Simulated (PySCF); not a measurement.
Delta-SCF ions had no search for a lower state. 

Species: H₂O, SMILES `O` (charge 0, multiplicity 1).

Task: Estimate the vertical ionisation energy (Delta-SCF), HOMO and dipole moment that TPSSh-D3(BJ)/def2-TZVP // PBE0-D3(BJ)/def2-SVP (PySCF) returns for this input.

Result: 
The vertical ionisation energy (Delta-SCF) is 12.45 eV and the HOMO comes out as -7.86 eV. The dipole moment comes out as 2.07 D.
